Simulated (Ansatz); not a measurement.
C6H12 can be A, `CCC=C(C)C`, or B, `C=CC(C)(C)C`.

Calculated with Ansatz (gas phase, PBE0-D4/def2-TZVP geometries, no zero-point term in ΔE). CCSD(T)/CBS adds triple-zeta CCSD(T) − MP2 to the extrapolated MP2 energy (def2 sets, frozen cores). DFT in def2-TZVPP. B3LYP here is the variant with VWN-RPA as its local correlation; programs differ in this. One conformer a species, not always the lowest.

(1) Which is lower in electronic energy at CCSD(T)/CBS, and by how much? (An estimate is asked.)

(2) Give E(B) − E(A) in kcal/mol with LDA (SPW92), HF/def2-TZVPP, PBE0-D4, BLYP-D4, B3LYP, B3LYP-D4, CCSD/def2-TZVPP. (Best estimate.)

Largest T1 diagnostic: 0.009.

Answers

(1) Computed: A, by 0.7 kcal/mol.

(2) Computed: LDA (SPW92) 3.2, HF/def2-TZVPP 3.5, PBE0-D4 3.4, BLYP-D4 3.2, B3LYP 4.8, B3LYP-D4 3.1, CCSD/def2-TZVPP 1.0. None reverses the order clearly.

Leaving LDA and LC-ωPBE aside and taking each functional with its dispersion term where it has one, the values, not all of them listed here, spread over 2.4 kcal/mol, from ωB97M-V to PBE-D4. LDA lies −1.7 kcal/mol from PBE without D4. The D4 term adds −1.7 kcal/mol with B3LYP and −0.9 kcal/mol with PBE0; it sums over pairs of atoms, weighted by their polarisabilities, and B3LYP, whose exchange is more repulsive, gets the larger term.
